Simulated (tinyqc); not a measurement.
Worked calculation: UHF in the sto-3g basis, for H2O, spin multiplicity 1. One step of it, computed by the program tinyqc.

Question. Iteration 16 (converged): orbitals. Diagonalise F' = X^T F X, C = X C', fill 5 alpha and 5 beta electrons from the bottom; D(s) = C_occ C_occ^T. Each column has its largest component positive (the first on a tie).

converged F(alpha) (hartree), order 1O 1s, 1O 2s, 1O 2px, 1O 2py, 1O 2pz, 2H 1s, 3H 1s:
```
[[-20.277865, -5.165817, 0.000000, 0.000000, -0.020398, -0.526265, -0.526265],
 [-5.165817, -2.383058, 0.000000, 0.000000, -0.025926, -0.556493, -0.556493],
 [0.000000, 0.000000, -0.389112, 0.000000, 0.000000, 0.000000, 0.000000],
 [0.000000, 0.000000, 0.000000, -0.157040, 0.000000, -0.308194, 0.308194],
 [-0.020398, -0.025926, 0.000000, 0.000000, -0.202634, -0.255161, -0.255161],
 [-0.526265, -0.556493, 0.000000, -0.308194, -0.255161, -0.269718, -0.115069],
 [-0.526265, -0.556493, 0.000000, 0.308194, -0.255161, -0.115069, -0.269718]]
```

converged F(beta) (hartree), order 1O 1s, 1O 2s, 1O 2px, 1O 2py, 1O 2pz, 2H 1s, 3H 1s:
```
[[-20.277865, -5.165817, 0.000000, 0.000000, -0.020398, -0.526265, -0.526265],
 [-5.165817, -2.383058, 0.000000, 0.000000, -0.025926, -0.556493, -0.556493],
 [0.000000, 0.000000, -0.389112, 0.000000, 0.000000, 0.000000, 0.000000],
 [0.000000, 0.000000, 0.000000, -0.157040, 0.000000, -0.308194, 0.308194],
 [-0.020398, -0.025926, 0.000000, 0.000000, -0.202634, -0.255161, -0.255161],
 [-0.526265, -0.556493, 0.000000, -0.308194, -0.255161, -0.269718, -0.115069],
 [-0.526265, -0.556493, 0.000000, 0.308194, -0.255161, -0.115069, -0.269718]]
```

X, order 1O 1s, 1O 2s, 1O 2px, 1O 2py, 1O 2pz, 2H 1s, 3H 1s:
```
[[1.022924, -0.130304, 0.000000, 0.000000, -0.004006, 0.014620, 0.014620],
 [-0.130304, 1.087103, 0.000000, 0.000000, 0.034430, -0.150163, -0.150163],
 [0.000000, 0.000000, 1.000000, 0.000000, 0.000000, 0.000000, 0.000000],
 [0.000000, 0.000000, 0.000000, 1.040506, 0.000000, -0.123467, 0.123467],
 [-0.004006, 0.034430, 0.000000, 0.000000, 1.018186, -0.079647, -0.079647],
 [0.014620, -0.150163, 0.000000, -0.123467, -0.079647, 1.062907, -0.031495],
 [0.014620, -0.150163, 0.000000, 0.123467, -0.079647, -0.031495, 1.062907]]
```

Give: F' = X^T F X; orbital energies; coefficients C; F' = X^T F X; orbital energies; coefficients C; D(alpha) after iteration 16; D(beta) after iteration 16.

Answer.

F' = X^T F X (alpha) (hartree):
```
[[-19.9088, -2.6669, 0.0000, 0.0000, -0.0410, -0.0276, -0.0276],
 [-2.6669, -1.3890, 0.0000, 0.0000, 0.0736, -0.2844, -0.2844],
 [0.0000, 0.0000, -0.3891, 0.0000, 0.0000, 0.0000, 0.0000],
 [0.0000, 0.0000, 0.0000, -0.0164, 0.0000, -0.3193, 0.3193],
 [-0.0410, 0.0736, 0.0000, 0.0000, -0.1301, -0.2413, -0.2413],
 [-0.0276, -0.2844, 0.0000, -0.3193, -0.2413, -0.0552, -0.0318],
 [-0.0276, -0.2844, 0.0000, 0.3193, -0.2413, -0.0318, -0.0552]]
```

orbital energies (alpha) (hartree): [-20.2857, -1.1588, -0.4714, -0.3944, -0.3891, 0.3240, 0.4316]

coefficients C (alpha), order 1O 1s, 1O 2s, 1O 2px, 1O 2py, 1O 2pz, 2H 1s, 3H 1s:
```
[[0.9947, -0.2484, 0.0000, 0.0731, 0.0000, -0.0852, 0.0000],
 [0.0220, 0.9471, 0.0000, -0.3671, 0.0000, 0.4612, 0.0000],
 [0.0000, 0.0000, 0.0000, 0.0000, 1.0000, 0.0000, 0.0000],
 [0.0000, 0.0000, 0.6089, 0.0000, 0.0000, 0.0000, 0.8616],
 [0.0019, 0.0400, 0.0000, 0.7352, 0.0000, 0.7130, 0.0000],
 [-0.0032, 0.1158, 0.4624, 0.3802, 0.0000, -0.6348, -0.6327],
 [-0.0032, 0.1158, -0.4624, 0.3802, 0.0000, -0.6348, 0.6327]]
```

F' = X^T F X (beta) (hartree):
```
[[-19.9088, -2.6669, 0.0000, 0.0000, -0.0410, -0.0276, -0.0276],
 [-2.6669, -1.3890, 0.0000, 0.0000, 0.0736, -0.2844, -0.2844],
 [0.0000, 0.0000, -0.3891, 0.0000, 0.0000, 0.0000, 0.0000],
 [0.0000, 0.0000, 0.0000, -0.0164, 0.0000, -0.3193, 0.3193],
 [-0.0410, 0.0736, 0.0000, 0.0000, -0.1301, -0.2413, -0.2413],
 [-0.0276, -0.2844, 0.0000, -0.3193, -0.2413, -0.0552, -0.0318],
 [-0.0276, -0.2844, 0.0000, 0.3193, -0.2413, -0.0318, -0.0552]]
```

orbital energies (beta) (hartree): [-20.2857, -1.1588, -0.4714, -0.3944, -0.3891, 0.3240, 0.4316]

coefficients C (beta), order 1O 1s, 1O 2s, 1O 2px, 1O 2py, 1O 2pz, 2H 1s, 3H 1s:
```
[[0.9947, -0.2484, 0.0000, 0.0731, 0.0000, -0.0852, 0.0000],
 [0.0220, 0.9471, 0.0000, -0.3671, 0.0000, 0.4612, 0.0000],
 [0.0000, 0.0000, 0.0000, 0.0000, 1.0000, 0.0000, 0.0000],
 [0.0000, 0.0000, 0.6089, 0.0000, 0.0000, 0.0000, 0.8616],
 [0.0019, 0.0400, 0.0000, 0.7352, 0.0000, 0.7130, 0.0000],
 [-0.0032, 0.1158, 0.4624, 0.3802, 0.0000, -0.6348, -0.6327],
 [-0.0032, 0.1158, -0.4624, 0.3802, 0.0000, -0.6348, 0.6327]]
```

D(alpha) after iteration 16, order 1O 1s, 1O 2s, 1O 2px, 1O 2py, 1O 2pz, 2H 1s, 3H 1s:
```
[[1.0565, -0.2402, 0.0000, 0.0000, 0.0457, -0.0041, -0.0041],
 [-0.2402, 1.0323, 0.0000, 0.0000, -0.2319, -0.0300, -0.0300],
 [0.0000, 0.0000, 1.0000, 0.0000, 0.0000, 0.0000, 0.0000],
 [0.0000, 0.0000, 0.0000, 0.3708, 0.0000, 0.2815, -0.2815],
 [0.0457, -0.2319, 0.0000, 0.0000, 0.5422, 0.2842, 0.2842],
 [-0.0041, -0.0300, 0.0000, 0.2815, 0.2842, 0.3718, -0.0558],
 [-0.0041, -0.0300, 0.0000, -0.2815, 0.2842, -0.0558, 0.3718]]
```

D(beta) after iteration 16, order 1O 1s, 1O 2s, 1O 2px, 1O 2py, 1O 2pz, 2H 1s, 3H 1s:
```
[[1.0565, -0.2402, 0.0000, 0.0000, 0.0457, -0.0041, -0.0041],
 [-0.2402, 1.0323, 0.0000, 0.0000, -0.2319, -0.0300, -0.0300],
 [0.0000, 0.0000, 1.0000, 0.0000, 0.0000, 0.0000, 0.0000],
 [0.0000, 0.0000, 0.0000, 0.3708, 0.0000, 0.2815, -0.2815],
 [0.0457, -0.2319, 0.0000, 0.0000, 0.5422, 0.2842, 0.2842],
 [-0.0041, -0.0300, 0.0000, 0.2815, 0.2842, 0.3718, -0.0558],
 [-0.0041, -0.0300, 0.0000, -0.2815, 0.2842, -0.0558, 0.3718]]
```
